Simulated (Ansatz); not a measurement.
We consider CaB6-type LaB₆, described by PBE-D3(BJ) (PAW; Ansatz, a program for electronic structure).

Numerical settings: plane-wave cutoff 520 eV, 14×14×14 k mesh, Fermi–Dirac smearing 0.05 eV, scalar-relativistic PAW data made under PBE.

Equation-of-state points:

| V (Å³/atom) | E − E_lowest (meV/atom) | P (GPa) |
|---|---|---|
| 9.613 | 9.62 | 7.95 |
| 9.814 | 2.33 | 3.78 |
| 10.014 | 0.00 | 0.00 |
| 10.214 | 2.19 | -3.45 |
| 10.414 | 8.49 | -6.58 |

**Question.** What bulk modulus B0 and pressure derivative B′ does a third-order Birch–Murnaghan fit give?

**Answer.** V0 = 10.014 Å³/atom, B0 = 181 GPa, B′ = 3.7 (fit to the energies at full precision).

Shape and atoms are relaxed at each volume.

Measured, for comparison: bulk modulus 164 ± 2 GPa (room temperature, not corrected to a static lattice, isothermal; as tabulated in LaB6 under pressure, Phys. Rev. B 80, 172104 (doi 10.1103/PhysRevB.80.172104)); equilibrium volume per atom 10.26 Å³/atom (296 K, not corrected to a static lattice; as tabulated in Tsubota and Kitagawa (2017), doi:10.1038/s41598-017-15766-y). Computed (rounded) less measured: bulk modulus +10 %, equilibrium volume per atom -2.4 %.

Note: the bulk modulus comes from volumes at which shape and atoms were relaxed.

Spin–orbit coupling is not included.

Static lattice: no zero-point or thermal effects.

Cost on a shared machine: around 5 core-minutes (rough).
